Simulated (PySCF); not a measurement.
Species: C4H6F2.
SMILES with atom numbers: `[CH2:1]=[CH:2][CH2:3][CH:4]([F:5])[F:6]` (hydrogens: H7, H8 on C1; H9 on C2; H10, H11 on C3; H12 on C4)

Level: PBE0/def2-SVPD in PySCF, non-relativistic, on one gas-phase PBE0-D3(BJ)/def2-SVP geometry that isn't relaxed in the solvent. The solvent is an IEF-PCM continuum (Bondi radii, 1.10 Å for H, scaled by 1.2). Specific hydrogen bonds and non-electrostatic terms are outside this model.

Gas phase at PBE0/def2-SVPD: HOMO -7.91 eV, LUMO -0.19 eV, dipole 2.07 D.

Task: What does the continuum do to the energy, the frontier levels and the dipole at PBE0/def2-SVPD in chloroform and dimethylsulfoxide?

Result: 
```csv
solvent,ε,E(solvent) − E(gas) (kcal/mol),polarisation term (kcal/mol),distortion of the solute (kcal/mol),HOMO (eV),LUMO (eV),dipole (D)
chloroform,4.711,-2.73,-2.96,0.23,-7.74,-0.01,2.37
dimethylsulfoxide,46.83,-3.77,-4.23,0.46,-7.70,0.04,2.49
```

Polarisation term: ½ Σ q·V over the induced surface charges. Distortion: the rise of the solute's own energy as its density leaves the gas-phase optimum. From chloroform to dimethylsulfoxide the lowering changes by a factor 1.38, Onsager's factor (ε − 1)/(2ε + 1) by 1.36 and ε itself by 9.9.

Task: Which radius a makes the point-dipole formula ΔE = −[(ε − 1)/(2ε + 1)]·μ²/a³ give the value in dimethylsulfoxide, with the gas-phase dipole?

Result: μ = 0.816 au and |ΔE| = 0.00601 Eh give a = 1.99 Å; the farthest nucleus lies 2.97 Å from the centroid of the nuclei, so such a sphere wouldn't even hold the nuclei. The formula assumes a rigid point dipole at the centre of a sphere.

Task: How does the static polarisability (PBE0/def2-SVPD, frozen core, with the continuum's full static response) change?

Result: 
```csv
medium,isotropic (au),principal values (au),⟨r²⟩ of the electrons (bohr²)
gas,52.4,"42.9, 48.1, 66.2",686.8
chloroform,63.2,"52.1, 58.4, 78.9",686.9
dimethylsulfoxide,68.4,"57.2, 63.6, 84.3",686.9
```

The isotropic value in dimethylsulfoxide is 1.30 times the gas-phase one; no cavity-field correction is applied. ⟨r²⟩ is taken about the centre of nuclear charge.

On one thread of an x86-64 server, on a shared host, this took 18 s. This is the whole response run at PBE0/def2-SVPD in dimethylsulfoxide, SCF included.

Shape of the structure used: `[CH2:1]=[CH:2][CH2:3][CH:4]([F:5])[F:6]`: C1–C2–C3–C4 -122°, C2–C3–C4–F5 -60°.
